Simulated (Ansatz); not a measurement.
**C₄H₆: basis-set convergence**

How large a basis does C₄H₆ need? Two functionals are run in growing sets.

The runs use Ansatz 0.2.0, Gaussian basis; one geometry, several basis sets.

The runs, in order: PBE0-D4/def2-SVP; ωB97M-V/def2-SVP; PBE0-D4/def2-QZVPP; ωB97M-V/def2-QZVPP; the functionals' def2-TZVPP values are taken from earlier runs.

## 1. The relaxed structure

All runs share one geometry, relaxed beforehand with PBE0-D4 in a triple-zeta def2 set.

SMILES `CC#CC`, 10 atoms, charge 0, spin multiplicity 1.

Atoms are counted from 1 here; the program's logs count them from 0.

Bond lengths: C1–C2 1.451 Å, C1–H5 1.093 Å, C1–H6 1.093 Å, C1–H7 1.093 Å, C2–C3 1.202 Å, C3–C4 1.451 Å, C4–H8 1.093 Å, C4–H9 1.093 Å, C4–H10 1.093 Å. Angles: C2–C1–H5 111.1°, C2–C1–H6 111.1°, C2–C1–H7 111.1°, H5–C1–H6 107.8°, H5–C1–H7 107.8°, H6–C1–H7 107.8°, C1–C2–C3 180.0°, C2–C3–C4 180.0°, C3–C4–H8 111.1°, C3–C4–H9 111.1°, C3–C4–H10 111.1°, H8–C4–H9 107.8°, H8–C4–H10 107.8°, H9–C4–H10 107.8°.

## 2. PBE0-D4 in def2-SVP

Input file in.yaml:

```yaml
crystal:
  periodic: [false, false, false]
  atoms:
    - {symbol: C, position_ang: [-0.988440, 1.211257, -1.318116]}
    - {symbol: C, position_ang: [-0.283870, 0.350999, -0.385644]}
    - {symbol: C, position_ang: [0.299811, -0.361464, 0.386512]}
    - {symbol: C, position_ang: [1.005066, -1.221474, 1.318692]}
    - {symbol: H, position_ang: [-1.555623, 0.623219, -2.044234]}
    - {symbol: H, position_ang: [-1.691300, 1.865384, -0.795777]}
    - {symbol: H, position_ang: [-0.291273, 1.844698, -1.872594]}
    - {symbol: H, position_ang: [2.083016, -1.195238, 1.139610]}
    - {symbol: H, position_ang: [0.830166, -0.909226, 2.351476]}
    - {symbol: H, position_ang: [0.675548, -2.259255, 1.222975]}
basis:
  gaussian: {orbitals: def2-SVP}
hamiltonian: {xc: pbe0, dispersion: d4}
output: {orbitals: {seedname: orbitals}}
```

Further steps of the session: ωB97M-V in def2-SVP; PBE0-D4 in def2-QZVPP; ωB97M-V in def2-QZVPP.

Q: Predict the results of all the runs planned. Wanted: PBE0-D4: double and triple zeta above quadruple; ωB97M-V: double and triple zeta above quadruple.

**Answer**, as computed:

| quantity | value |
| --- | --- |
| PBE0-D4: double and triple zeta above quadruple | 4.87, 0.24 eV |
| ωB97M-V: double and triple zeta above quadruple | 5.12, 0.22 eV |

In words: For PBE0-D4 the step from double to triple zeta gains 4.63 eV and the next only 0.24 eV. These are total energies; as a rule much of such shifts cancels in differences, which this series doesn't test. The LUMO of ωB97M-V is positive and keeps falling with the basis (3.90 to 1.88 eV): an unbound level that the basis holds in place.
